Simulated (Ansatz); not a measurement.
Ideal-gas functions of C$_{2}$H$_{3}$FN$_{2}$, SMILES `FC1N=CN1` at 298.15 K and 1 bar, from an Ansatz frequency run at PBE0-D4/def2-TZVP.

Molar mass 74.06 g/mol, point group C1 (symmetry number 1), electronic degeneracy 1, moments of inertia 41.94, 90.776, 116.178 u Å². Harmonic wavenumbers (cm⁻¹, unscaled): 276, 429, 558, 719, 944, 948, 1002, 1042, 1124, 1164, 1233, 1278, 1366, 1394, 1646, 3112, 3187, 3571.

Use S(trans) = R[1.5 ln M + 2.5 ln T − 1.1517]; rotational temperatures θ = 24.2544 K / I; S(rot) = R[ln(√π/σ · √(T³/θAθBθC)) + 1.5]; for each mode x = 1.438777 ν̃/T, S = R[x/(eˣ − 1) − ln(1 − e⁻ˣ)] and H = RT x/(eˣ − 1); 1 cm⁻¹ = 0.0119627 kJ/mol; R = 8.31446 J/(mol·K).

Task: By hand: the entropy, in J/(mol·K).

Result: Translation 162.5. Rotation: θ = 0.5783, 0.2672, 0.2088 K, giving 102.6. Vibration, mode by mode: 6.52, 3.61, 2.21, 1.19, 0.49, 0.48, 0.39, 0.33, 0.24, 0.20, 0.15, 0.13, 0.09, 0.08, 0.03, 0.00, 0.00, 0.00, in all 16.1. Electronic 0.0. Sum 281.2 J/(mol·K).

Task: By hand: H − E and G − E in kJ/mol, counted from the electronic energy.

Result: Zero-point energy ½ × 24993 × 0.0119627 = 149.5; thermal vibration 3.3; translation, rotation and pV give 4 RT = 9.9. H − E = 162.7 kJ/mol, and G − E = 162.7 − 298.15 × 281.2/1000 = 78.9 kJ/mol.

Vibration gives 6 % of the entropy. The sum counts one conformer and one mirror image; others add a mixing term.
